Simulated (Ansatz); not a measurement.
Input for Ansatz (a quantum-chemistry and plane-wave program): R-CCSDT(Q)/cc-pVDZ on N2O (SMILES N#[N+][O-]).

Ansatz 0.2 input:
```yaml
crystal:
  periodic: [false, false, false]
  atoms:
    - {symbol: N, position_ang: [0.00000000, 0.00000000, 0.00000000]}
    - {symbol: N, position_ang: [1.12056262, 0.00000000, 0.00000000]}
    - {symbol: O, position_ang: [2.30761092, 0.00000000, 0.00000000]}
basis:
  gaussian:
    orbitals: cc-pVDZ
magnetization: {spin_polarized: false}
correlation: {method: ccsdt_q, electrons: outside_noble_gas}
scf: {lower_state_search: off}
```

Q: Give the final energy of this run.

A: -184.2354 hartree (reference determinant -183.6970, T1 diagnostic 0.021).

Q: How many basis functions does it have, and what does it roughly cost on one machine?

A: 42 functions; roughly 21 core-seconds.
